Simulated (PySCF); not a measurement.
**AlH (SMILES [AlH]): MP2/aug-cc-pVDZ**

Aim: the vertical singlet–triplet gap of AlH at MP2/aug-cc-pVDZ, from 2 runs. The job is set up through a Python script.

The results are computed with PySCF 2.14.0.

5 further runs of the same task are left out: 5 set aside as unsound or not needed.

## (1) The system as given

AlH: 2 atoms, total charge 0, spin state singlet. As SMILES, `[AlH]`. The shape comes from GFN2-xTB, which is rough for such elements, and wasn't checked as a minimum.

Bond lengths: Al1–H2 1.613 Å.

## (2) A single-point energy at MP2/aug-cc-pVDZ

mol.xyz

```xyz
2

Al     0.000000     0.000000     0.000000
H      0.000000     0.000000     1.613470
```

run.py

```python
from pyscf import gto, scf, mp

mol = gto.M(
    atom='mol.xyz',
    basis='aug-cc-pvdz',
    max_memory=1860,
    spin=0,
    charge=0,
    verbose=4,
)

mf = scf.RHF(mol)
mf.conv_tol = 1e-10
mf.kernel()
if not mf.converged:
    mf = mf.newton().run(mf.mo_coeff, mf.mo_occ)

pt = mp.MP2(mf, frozen=5).run()
e_tot = pt.e_tot
print('E(%s) = %.9f' % ('MP2', e_tot))
```

Launch:

```sh
$ OMP_NUM_THREADS=1 python run.py
```

What it wrote:

```text
PySCF version 2.14.0

[INPUT] num. atoms = 2
[INPUT] num. electrons = 14
[INPUT] charge = 0
[INPUT] spin (= nelec alpha-beta = 2S) = 0
[INPUT] symmetry False subgroup None
[INPUT] Mole.unit = angstrom
[INPUT] Symbol           X                Y                Z      unit          X                Y                Z       unit  Magmom
[INPUT]  1 Al     0.000000000000   0.000000000000   0.000000000000 AA    0.000000000000   0.000000000000   0.000000000000 Bohr   0.0
[INPUT]  2 H      0.000000000000   0.000000000000   1.613470000000 AA    0.000000000000   0.000000000000   3.049016410202 Bohr   0.0

nuclear repulsion = 4.26367006635388
number of shells = 13
number of NR pGTOs = 61
number of NR cGTOs = 36
basis = aug-cc-pvdz
ecp = {}

******** <class 'pyscf.scf.hf.RHF'> ********
method = RHF
initial guess = minao
damping factor = 0
level_shift factor = 0
DIIS = <class 'pyscf.scf.diis.CDIIS'>
diis_start_cycle = 1
diis_space = 8
diis_damp = 0
SCF conv_tol = 1e-10
SCF conv_tol_grad = None
SCF max_cycles = 50
direct_scf = True
direct_scf_tol = 1e-13
Set gradient conv threshold to 1e-05
Initial guess from minao.
init E= -242.236839853151
  HOMO = -0.170494210775886  LUMO = -0.00422268257638796  gap/eV = 4.52448
cycle= 1 E= -242.444466306224  delta_E= -0.208  |g|= 0.116  |ddm|= 0.897
  HOMO = -0.291026876111256  LUMO = 0.00917379459370973  gap/eV = 8.16888
cycle= 2 E= -242.453262668225  delta_E= -0.0088  |g|= 0.0267  |ddm|= 0.363
  HOMO = -0.286941120875202  LUMO = 0.0136407007401572  gap/eV = 8.17925
cycle= 3 E= -242.453913038486  delta_E= -0.00065  |g|= 0.00605  |ddm|= 0.139
  HOMO = -0.286861628862928  LUMO = 0.0136439632734299  gap/eV = 8.17717
cycle= 4 E= -242.453956064848  delta_E= -4.3e-05  |g|= 0.000915  |ddm|= 0.0396
  HOMO = -0.286910858249701  LUMO = 0.0135673519379817  gap/eV = 8.17643
cycle= 5 E= -242.453957447634  delta_E= -1.38e-06  |g|= 0.000195  |ddm|= 0.00434
  HOMO = -0.286908771239919  LUMO = 0.0135538102234419  gap/eV = 8.17600
cycle= 6 E= -242.453957523167  delta_E= -7.55e-08  |g|= 1.79e-05  |ddm|= 0.00125
  HOMO = -0.286907238830299  LUMO = 0.0135528940972329  gap/eV = 8.17594
cycle= 7 E= -242.453957523645  delta_E= -4.78e-10  |g|= 2.2e-06  |ddm|= 0.000177
  HOMO = -0.286907814166399  LUMO = 0.0135525559220029  gap/eV = 8.17594
cycle= 8 E= -242.453957523652  delta_E= -6.82e-12  |g|= 2.85e-07  |ddm|= 2.41e-05
  HOMO = -0.286907846500321  LUMO = 0.0135525254125381  gap/eV = 8.17594
Extra cycle  E= -242.453957523652  delta_E= -3.41e-13  |g|= 9.18e-08  |ddm|= 1.62e-06
converged SCF energy = -242.453957523652

******** <class 'pyscf.mp.mp2.RMP2'> ********
nocc = 2, nmo = 31
frozen orbitals 5
E(RMP2) = -242.507973721238  E_corr = -0.0540161975854093
E(SCS-RMP2) = -242.516341232733  E_corr = -0.0623837090805538
E_corr(same-spin) = -0.00281045540992773
E_corr(oppo-spin) = -0.0512057421754816
E(MP2) = -242.507973721
```

It took 0.87 s on 1 thread of Arm Neoverse V1, shared host; peak memory 0.12 GiB.

## (3) The triplet at the same level

job.py

```python
from pyscf import gto, scf, mp

mol = gto.Mole()
mol.atom = [
    ('Al', (0.000000, 0.000000, 0.000000)),
    ('H', (0.000000, 0.000000, 1.613470)),
]
mol.charge = 0
mol.verbose = 3
mol.basis = 'aug-cc-pvdz'
mol.spin = 2
mol.max_memory = 1860
mol.build()

mf = scf.UHF(mol)
mf.conv_tol = 1e-10
mf.kernel()
if not mf.converged:
    mf = mf.newton().run(mf.mo_coeff, mf.mo_occ)

pt = mp.MP2(mf, frozen=5).run()
e_tot = pt.e_tot
print('Final energy', e_tot)
```

Launch:

```sh
$ OMP_NUM_THREADS=1 python job.py
```

What it wrote:

```text
WARN: HOMO -0.00422268257638796 >= LUMO -0.170494210775886

converged SCF energy = -242.41155312003  <S^2> = 2.0079277  2S+1 = 3.0052805
E(UMP2) = -242.447592734983  E_corr = -0.0360396149530595
E(SCS-UMP2) = -242.450234935901  E_corr = -0.0386818158706858
Final energy -242.4475927349835
```

Run time: 0.93 s. Hardware: 1 thread of Arm Neoverse V1, shared host; peak memory 0.12 GiB.

## (4) Summary of results

Level: MP2/aug-cc-pVDZ, 5 core orbitals frozen.

```
                                                           quantity          value
                                              singlet: total energy  -242.50797 Eh
                      singlet: dipole moment (Hartree–Fock density)         0.29 D
                       singlet: HOMO energy (Hartree–Fock orbitals)       -7.81 eV
                       singlet: LUMO energy (Hartree–Fock orbitals)        0.37 eV
                     singlet: HOMO–LUMO gap (Hartree–Fock orbitals)        8.18 eV
               singlet: correlation energy (5 core orbitals frozen)      -54.0 mEh
                                              triplet: total energy  -242.44759 Eh
                      triplet: dipole moment (Hartree–Fock density)         0.65 D
triplet: HOMO energy (Hartree–Fock orbitals) (highest over α and β)       -6.47 eV
 triplet: LUMO energy (Hartree–Fock orbitals) (lowest over α and β)       -0.16 eV
               triplet: correlation energy (5 core orbitals frozen)      -36.0 mEh
                         triplet: ⟨S²⟩ of the reference determinant          2.008
                   vertical energy of the triplet above the singlet       1.643 eV
```

What this shows: At this shape the triplet lies 1.64 eV (159 kJ/mol) above the singlet.
